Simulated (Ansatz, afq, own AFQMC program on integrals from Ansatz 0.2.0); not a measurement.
AFQMC on a folder of integrals that Ansatz 0.2.0 wrote.

```yaml
crystal:
  periodic: [false, false, false]
  atoms:
    - {symbol: Si, position_ang: [0.000000, 0.000000, 0.000000]}
    - {symbol: C, position_ang: [0.000000, 0.000000, 1.502000]}
basis:
  gaussian: {orbitals: 6-31G}
magnetization: {spin_polarized: true, initial_magnetization: 2}
correlation: {method: ccsd_t, electrons: outside_noble_gas, hamiltonian_folder: ham}
```

```sh
$ ansatz run in.yaml --threads 1 --pin off --events-out ev --progress --plain --max-ram 16896MiB --backend cuda --devices 0, --max-vram 18GiB
```

afq runs on the folder ham with

```
--method free --trial cisd --walkers 4000 --time-step 0.03 --max-blocks 4000 --target-error 0.00034 --factor-cut 1e-05 --seed 8243 --times 0,0.3,0.6,1.2,1.8,2.4,3.6,4.8,6 --taylor-order 8
```

Times are imaginary, in 1/Eh. The walk had a cap of 61 s.

```
orbitals 16  electrons 5 3  factors 94 of 267
reference energy -326.51421188 Eh
CCSD correlation -0.10914973 Eh in 15 cycles, weight of the determinant in the CISD state 0.8213
repeat  energy at the last time / Eh  error
    10  -326.628416  0.000144
    20  -326.628517  0.000127
    30  -326.628499  0.000097
time / (1/Eh)  energy / Eh  error  mean overlap
  0.00  -326.623347  0.000044  1.2174
  0.30  -326.625444  0.000038  1.2179
  0.60  -326.626604  0.000041  1.2189
  1.20  -326.627560  0.000051  1.2238
  1.80  -326.627983  0.000048  1.2261
  2.40  -326.628266  0.000053  1.2296
  3.60  -326.628444  0.000064  1.2368
  4.80  -326.628394  0.000103  1.2471
  6.00  -326.628513  0.000095  1.2534
energy -326.628513 +/- 0.000095 Eh
```

Question: Estimate how long the walk took on 1 × NVIDIA H100 80GB HBM3 with 2 threads of AMD EPYC 7R13 Processor (Zen 3), on a shared host (the card was shared).

Answer: 10 s of wall time.

The run passed its tests (error under three times the target), which doesn't prove that it has relaxed.

Against this walk (error 2.6 meV) on the same determinant: CCSD(T) 46.3 meV higher, CCSDT(Q) 0.0 meV lower (within the noise), CCSDTQ 3.9 meV lower (within the noise), full CI 5.6 meV lower. The error is statistical, and a free projection of finite length keeps a remainder of its start. The determinant has ⟨S²⟩ = 2.27, so the low cluster orders mix in higher spin, and so can this walk. The determinant is a poor start (see the cautions), so the low cluster orders aren't to be relied on, and full CI is the sure value.

Cautions: remainder of the start not in the error; start is not spin pure; lower spins were not checked; strong correlation (T1 0.071, weight of the determinant 0.82, largest double 0.13); unrestricted determinant spin contaminated (⟨S²⟩ 2.27 against 2.00).

CCSDT and higher add their correlation energy to the determinant of the CCSD(T) run, since their own runs factorise the integrals more tightly (a shift of under 2 meV). A walk keeps the symmetry of its determinant, which the program's search chose and which needn't be the lowest solution, so a lower state of the same spin and another symmetry isn't excluded.
